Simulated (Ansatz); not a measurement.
Cost and result for the atomization energy of `CC1=CC1F` (10 atoms, 10 bonds).

Z-matrix (Å, degrees):
```
C
C 1 1.468
H 1 1.091 2 111.7
H 1 1.093 2 109.8 3 120.8
H 1 1.093 2 110.4 3 -121.5
C 2 1.303 1 151.4 3 -2.7
C 2 1.460 1 145.3 3 -178.1
H 6 1.078 2 149.7 1 0.5
F 7 1.394 2 118.2 1 71.5
H 7 1.088 2 125.2 1 -71.9
```

The species carries charge 0 and has multiplicity 1. The structure was optimised at the PBE0-D4/def2-TZVP level. Program: Ansatz. All runs use 2 threads of an Arm Neoverse V2 on a shared host. Times are those of one run each, without the atoms' runs, and a repeat can differ threefold. Electronic energies, without spin–orbit coupling; frozen cores. CCSD(T)/CBS adds CCSD(T) − MP2 in def2-TZVPP to the MP2 limit, and its time is that of the two runs behind it. T1 = 0.011. B3LYP takes the VWN-RPA correlation (the form of Gaussian; ORCA's B3LYP/G).

CCSD(T)/CBS is a level of theory with its own doubt, some kJ/mol a heavy atom from the limit and from the frozen cores, so smaller differences don't rank the functionals.

```csv
level,functions,wall time,atomization (kJ/mol),difference from CCSD(T)/CBS,per bond
LDA (SPW92)/def2-TZVPP,225,1.2 s,4861.8,698.5,69.9
revPBE-D4/def2-TZVPP,225,2 s,4208.4,45.1,4.5
PBE-D4/def2-TZVPP (with forces),225,2.6 s,4328.3,165.0,16.5
PBE0-D4/def2-TZVPP,225,2.9 s,4233.3,70.0,7.0
BHLYP-D4/def2-TZVPP,225,3 s,4030.0,-133.3,-13.3
CAM-B3LYP-D4/def2-TZVPP,225,3.2 s,4196.4,33.1,3.3
B3LYP-D4/def2-TZVPP (with forces),225,4.4 s,4175.7,12.4,1.2
r2SCANh-D4/def2-TZVPP,225,4.9 s,4171.6,8.3,0.8
CCSD(T)/def2-SVP,95,5.5 s,4002.0,-161.3,-16.1
ωB97M-V/def2-TZVPP (with forces),225,13 s,4189.8,26.5,2.7
MP2/def2-QZVPP,435,24 s,4226.5,63.2,6.3
CCSD(T)/def2-TZVPP,225,2.3 min,4060.6,-102.7,-10.3
CCSD(T)/CBS(def2),–,2.7 min,4163.3,0.0,0.0
```

Leaving LDA and LC-ωPBE aside and taking each functional with its dispersion term where it has one, the values spread over 298.3 kJ/mol, from BHLYP-D4 to PBE-D4. LDA lies +549.1 kJ/mol from PBE without D4, its usual overbinding. From r2SCAN to r2SCAN0 (25 % exact exchange), in def2-TZVPP and without D4, the atomization energy moves by −71.2 kJ/mol: exact exchange takes away binding that semilocal exchange gives to molecules. In def2-TZVPP, CCSD(T) changes the Hartree–Fock value by +1029.8 kJ/mol (the triples alone add +70.8 kJ/mol) and MP2 by +1135.3 kJ/mol; breaking electron pairs costs correlation energy, which Hartree–Fock lacks.
